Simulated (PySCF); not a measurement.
## How good is the calculation?

Structure with atom numbers: `[CH3:1][CH2:2][C:3]([NH2:4])=[O:5]`; H(Xn) means a hydrogen on atom n. Ha(N4) is cis to the C=O or C=S heteroatom; Hb(N4) is trans to the C=O or C=S heteroatom.

Measured values that the calculation should reproduce: δ ¹³C C2 29.0; C1 9.7; δ ¹H H(C2) 2.23; H(C1) 1.13 ppm (measured; solution, not stated per compound (mostly CDCl3 or CCl4); Pretsch, Buehlmann, Badertscher, Structure Determination of Organic Compounds, 4th ed. (2009)).

Single conformer, one averaged value for each set of equivalent atoms, no solvent model, non-relativistic. σ from GIAO-CAM-B3LYP/pcSseg-2; coordinates at the PBE0-D3(BJ)/def2-SVP level; PySCF 2.14.0 with density-fitted response routines.

Task: Set the calculated values beside the experiment.

Result: 
Reference values: measured (solution, not stated per compound (mostly CDCl3 or CCl4); Pretsch, Buehlmann, Badertscher, Structure Determination of Organic Compounds, 4th ed. (2009)).
```tsv
atoms	quantity	reference	computed
C2	δ ¹³C	29.0	30.4
C1	δ ¹³C	9.7	9.6
H(C2)	δ ¹H	2.23	2.09
H(C1)	δ ¹H	1.13	1.09
```

Computed shifts are σ(ref) − σ with the named reference compound (TMS for H and C) calculated as an isolated molecule at the same level.

Task: How far are the unscaled ¹³C shifts from the references?

Result: Mean signed difference +0.65 ppm, mean absolute 0.75 ppm over 2 comparisons; the largest is +1.4 ppm at C2 (sp3 CH2 α to a carbonyl).

Task: How far are the unscaled ¹H shifts from the references?

Result: Mean signed difference -0.09 ppm, mean absolute 0.09 ppm over 2 comparisons; the largest is -0.14 ppm at H(C2) (hydrogen on an sp3 CH2 α to a carbonyl).

4 of the 8 published NMR values on file for this molecule are compared.
